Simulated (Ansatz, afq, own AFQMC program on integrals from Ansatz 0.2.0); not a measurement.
Two steps: Ansatz 0.2.0 writes the Fock matrix and Cholesky factors of the valence space, and afq projects on them the lowest state that overlaps trial and start.

```yaml
crystal:
  periodic: [false, false, false]
  atoms:
    - {symbol: F, position_ang: [0.000000, 0.000000, 0.000000]}
basis:
  gaussian: {orbitals: cc-pVQZ}
total_charge: 1
magnetization: {spin_polarized: false}
correlation: {method: ccsd_t, electrons: outside_noble_gas, hamiltonian_folder: ham}
```

```sh
$ ansatz run in.yaml --threads 1 --pin off --events-out ev --progress --plain --max-ram 15360MiB --backend cuda --devices 0, --max-vram 18GiB
```

Options of the walk:

```
--method free --trial cisd --walkers 4000 --time-step 0.03 --max-blocks 4000 --target-error 0.0003 --factor-cut 1e-05 --seed 2457 --times 0,0.3,0.6,1.2,1.8,2.4,3.6,4.8,6 --taylor-order 8
```

Times are imaginary, in 1/Eh. The walk had a cap of 80 s.

afq prints:

```
orbitals 54  electrons 3 3  factors 339 of 339
reference energy -98.67671618 Eh
CCSD correlation -0.22334588 Eh in 11 cycles, weight of the determinant in the CISD state 0.8349
repeat  energy at the last time / Eh  error
    10  -98.916354  0.008900
    20  -98.917448  0.004549
    30  -98.914476  0.003889
    40  -98.914096  0.003455
    50  -98.911714  0.003716
    60  -98.912789  0.003362
    70  -98.912489  0.003135
    80  -98.912571  0.002769
    90  -98.913124  0.002505
   100  -98.913076  0.002299
time / (1/Eh)  energy / Eh  error  mean overlap
  0.00  -98.900021  0.000021  1.1976
  0.30  -98.911522  0.000035  1.1907
  0.60  -98.912745  0.000042  1.1871
  1.20  -98.913508  0.000056  1.1809
  1.80  -98.913897  0.000089  1.1735
  2.40  -98.914248  0.000141  1.1670
  3.60  -98.915437  0.000500  1.1577
  4.80  -98.914935  0.000715  1.1501
  6.00  -98.913188  0.002276  1.1281
energy -98.913188 +/- 0.002276 Eh
```

The time cap ended the run before it passed its tests.

Against this walk (error 61.9 meV) on the same determinant: CCSD(T) 26.0 meV higher (within the noise), CCSDT(Q) 162.5 meV lower, full CI 154.7 meV lower. The error is statistical, and a free projection of finite length keeps a remainder of its start. The determinant is a poor start (see the cautions), so the low cluster orders aren't to be relied on, and full CI is the sure value.

Cautions: remainder of the start not in the error; phase noise grows fast; error above the target (61.9 against 8.2 meV); another spin lies lower (by 2.60 eV); restricted determinant unstable towards unrestricted (UHF 3.13 eV lower, ⟨S²⟩ 1.01); strong correlation (T1 0.003, weight of the determinant 0.83, largest double 0.28); the determinant fills the p orbitals unequally in pairs, so it mixes two states of the atom (¹D and ¹S), and each level undoes that mixture to a different degree, while full CI gives the lower state; CCSDT(Q) on the UHF determinant differs (2.61 eV lower), perhaps since the unrestricted series falls towards higher spin.

The walk took 80 s on 1 × NVIDIA H100 80GB HBM3 with 2 threads of AMD EPYC 7R13 Processor (Zen 3), with other jobs on the host (the card was shared). The log's last line is the free-projection energy.

CCSDT and higher add their correlation energy to the determinant of the CCSD(T) run, since their own runs factorise the integrals more tightly (a shift of under 2 meV).
